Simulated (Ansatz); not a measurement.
C2H7NS2 (`CNCSS`). Charge 0, multiplicity 1. The geometry is a stationary point of PBE0-D4/def2-TZVP. It is one conformer, not always the lowest.

```xyz
12

C     1.660   -0.304    0.006
N     0.634    0.701   -0.165
C    -0.522    0.285   -0.865
S    -1.520   -1.103   -0.124
S    -1.938   -0.349    1.722
H     2.026   -0.618   -0.975
H     1.315   -1.200    0.540
H     2.500    0.128    0.551
H     0.374    1.116    0.721
H    -1.205    1.125   -0.996
H    -0.256   -0.112   -1.850
H    -3.068    0.330    1.434
```

Problem. What is the dipole moment at PBE/def2-TZVPP? (An estimate is asked.)

Solution. Computed: 1.22 D, with components (0.37, 1.13, -0.27) D in this frame, pointing from negative to positive charge.

Problem. And with r2SCAN, B3LYP, ωB97M-V? (An estimate is asked.)

Solution. Computed: r2SCAN 1.28 D, B3LYP 1.14 D, ωB97M-V 1.09 D.

Problem. Give the Mulliken charges with PBE, r2SCAN, ωB97M-V in def2-TZVPP. (An estimate is asked.)

Solution. The calculation gave: 
```csv
atom,PBE,r2SCAN,ωB97M-V
C1,-0.18,-0.05,-0.23
N2,-0.21,-0.27,-0.23
C3,-0.07,0.06,-0.16
S4,-0.12,-0.13,-0.07
S5,-0.16,-0.15,-0.16
H6,0.09,0.05,0.11
H7,0.09,0.06,0.11
H8,0.09,0.05,0.12
H9,0.14,0.13,0.11
H10,0.12,0.08,0.15
H11,0.09,0.06,0.13
H12,0.12,0.10,0.12
```

B3LYP here is the variant with VWN-RPA as its local correlation; programs differ in this.
